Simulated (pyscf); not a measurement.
Single points on ωB97X-D3(BJ)/def2-SVP structures (PySCF, gas phase).

**Question.** Estimate the classical barrier height and the reaction energy of HS–Hf(Cl)(Cl)–Cl (SMILES [SH][Hf]([Cl])([Cl])[Cl]) + HCl (SMILES Cl) → H₂S (SMILES S) + Cl–Hf(Cl)(Cl)–Cl (SMILES [Cl][Hf]([Cl])([Cl])[Cl]) at ωB97M-D3(BJ)/def2-TZVP. The step runs on the singlet surface, breaks Hf–S, Cl–H and forms H–S, Cl–Hf; take the separated reactants as zero.

**Answer.** ΔE‡ = 1.7 kcal/mol, ΔE = -16.9 kcal/mol. Zero-point energy shifts the barrier by +0.1 kcal/mol. It is a four-centre exchange, with an imaginary mode of 381i cm⁻¹. On the reactant side the descent ends in an adduct with a Cl–Hf contact, 8.4 kcal/mol under the separated species and 5.2 kcal/mol under the saddle at ωB97X-D3(BJ)/def2-TZVP. On the product side the descent ends in an adduct with a Hf–S contact (not fully relaxed), 15.1 kcal/mol under the separated species and 27.3 kcal/mol under the saddle at ωB97X-D3(BJ)/def2-TZVP. What is counted as formed (Cl–Hf) is already present as a longer contact in the reactant adduct; forming that adduct is a step of its own. What is counted as broken (Hf–S) persists as a longer contact in the product adduct; parting that adduct is a step of its own. At ωB97X-D3(BJ)/def2-TZVP the barrier from the zero used here is -3.3 kcal/mol. This is the saddle that the search found; another between the same sides may lie lower. Elements past Kr carry the def2 core potentials, without spin-orbit coupling.
